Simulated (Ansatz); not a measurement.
Process, species as SMILES: FCF + 2 [H][H] (H2) → C (CH4) + 2 F (HF)
B3LYP-D3(BJ)/def2-TZVP geometries, fixed; electronic energies without zero-point terms.
Largest species:
```
C
F 1 1.3618
F 1 1.3618 2 108.56
H 1 1.0913 2 108.69 3 -118.06
H 1 1.0913 4 113.42 3 -121.01
```

Basis-set convergence of the energy of full hydrogenation at B2PLYP with Ansatz (a program for electronic structure). All functions are spherical. Cores are frozen. No added dispersion term, no relativity. Functions are those of the species that has most. Reference: the value in aug-pcseg-3, -45.53 kcal/mol, itself unsure by roughly 0.20 kcal/mol (its mean distance from aug-cc-pVQZ, cc-pV5Z, def2-QZVPPD). Deviations are taken from unrounded values. Cost is core time over that of aug-cc-pVDZ, rough, on shared machines of one kind; a dash marks a row that isn't timed (too short, read off another run, short of memory, by another algorithm or on other hardware).

```json
[
 {"basis": "3-21G", "functions": "31", "energy of full hydrogenation (kcal/mol)": "-11.52", "minus reference (kcal/mol)": "34.01", "cost": "-"},
 {"basis": "cc-pVDZ", "functions": "52", "energy of full hydrogenation (kcal/mol)": "-36.23", "minus reference (kcal/mol)": "9.30", "cost": "-"},
 {"basis": "def2-SVP", "functions": "52", "energy of full hydrogenation (kcal/mol)": "-35.17", "minus reference (kcal/mol)": "10.36", "cost": "-"},
 {"basis": "pcseg-1", "functions": "52", "energy of full hydrogenation (kcal/mol)": "-39.36", "minus reference (kcal/mol)": "6.16", "cost": "-"},
 {"basis": "aug-cc-pVDZ", "functions": "87", "energy of full hydrogenation (kcal/mol)": "-48.83", "minus reference (kcal/mol)": "-3.30", "cost": "1×"},
 {"basis": "aug-pcseg-1", "functions": "87", "energy of full hydrogenation (kcal/mol)": "-44.35", "minus reference (kcal/mol)": "1.18", "cost": "1×"},
 {"basis": "cc-pVTZ", "functions": "118", "energy of full hydrogenation (kcal/mol)": "-41.88", "minus reference (kcal/mol)": "3.65", "cost": "1×"},
 {"basis": "pcseg-2", "functions": "118", "energy of full hydrogenation (kcal/mol)": "-45.02", "minus reference (kcal/mol)": "0.50", "cost": "1×"},
 {"basis": "def2-TZVPP", "functions": "121", "energy of full hydrogenation (kcal/mol)": "-44.22", "minus reference (kcal/mol)": "1.31", "cost": "1×"},
 {"basis": "jun-cc-pV(T+d)Z", "functions": "145", "energy of full hydrogenation (kcal/mol)": "-45.75", "minus reference (kcal/mol)": "-0.22", "cost": "2×"},
 {"basis": "def2-TZVPPD", "functions": "151", "energy of full hydrogenation (kcal/mol)": "-45.90", "minus reference (kcal/mol)": "-0.37", "cost": "2×"},
 {"basis": "6-311++G(3df,3pd)", "functions": "153", "energy of full hydrogenation (kcal/mol)": "-45.50", "minus reference (kcal/mol)": "0.03", "cost": "2×"},
 {"basis": "aug-cc-pVTZ", "functions": "184", "energy of full hydrogenation (kcal/mol)": "-45.35", "minus reference (kcal/mol)": "0.18", "cost": "2×"},
 {"basis": "aug-pcseg-2", "functions": "184", "energy of full hydrogenation (kcal/mol)": "-45.41", "minus reference (kcal/mol)": "0.12", "cost": "2×"},
 {"basis": "cc-pVQZ", "functions": "225", "energy of full hydrogenation (kcal/mol)": "-44.14", "minus reference (kcal/mol)": "1.39", "cost": "4×"},
 {"basis": "pcseg-3", "functions": "246", "energy of full hydrogenation (kcal/mol)": "-45.60", "minus reference (kcal/mol)": "-0.07", "cost": "6×"},
 {"basis": "aug-cc-pVQZ", "functions": "332", "energy of full hydrogenation (kcal/mol)": "-45.57", "minus reference (kcal/mol)": "-0.04", "cost": "9×"},
 {"basis": "cc-pV5Z", "functions": "383", "energy of full hydrogenation (kcal/mol)": "-45.24", "minus reference (kcal/mol)": "0.29", "cost": "10×"}
]
```

The smallest set listed that lies within 2 kcal/mol of the reference with all its larger relatives (same family, alike in diffuse functions; a set with none counts only in the reference's own line) is aug-pcseg-1 (87 functions, 1× in cost, 1.18 kcal/mol off). Inside, with no larger relative to test it: 6-311++G(3df,3pd). (Relatives not listed, tested too: def2-QZVP 0.23, def2-QZVPP 0.23, def2-QZVPPD -0.27, aug-pcseg-3 0.00 kcal/mol.)
